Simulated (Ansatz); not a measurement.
Compare A (`C/C=C\C=O`) with its isomer B (`C#CCOC`).

Gas-phase electronic energies from Ansatz, PBE0-D4/def2-TZVP geometries. CCSD(T)/CBS is the MP2 limit (def2-TZVPP, def2-QZVPP) plus CCSD(T) − MP2 in def2-TZVPP, frozen cores. DFT in def2-TZVPP. B3LYP here is the variant with VWN-RPA as its local correlation; programs differ in this. Each species was taken in one conformer, which may not be the lowest.

(1) Which is lower in electronic energy at CCSD(T)/CBS, and by how much? (An estimate is asked.)

(2) Give E(B) − E(A) in kJ/mol with r2SCAN-D4, B3LYP-D4, MP2/def2-TZVPP, CCSD(T)/def2-TZVPP, CCSD/def2-TZVPP, ωB97M-V, B3LYP. (Best estimate.)

Largest T1 diagnostic: 0.014.

Answers

(1) Ansatz gave: A, by 159.4 kJ/mol.

(2) The calculation gave: r2SCAN-D4 178.0, B3LYP-D4 172.2, MP2/def2-TZVPP 155.5, CCSD(T)/def2-TZVPP 160.9, CCSD/def2-TZVPP 158.4, ωB97M-V 162.8, B3LYP 171.5. None reverses the order clearly.

From PBE to PBE0 (25 % exact exchange), in def2-TZVPP and without D4, E(B) − E(A) moves by −4.0 kJ/mol.
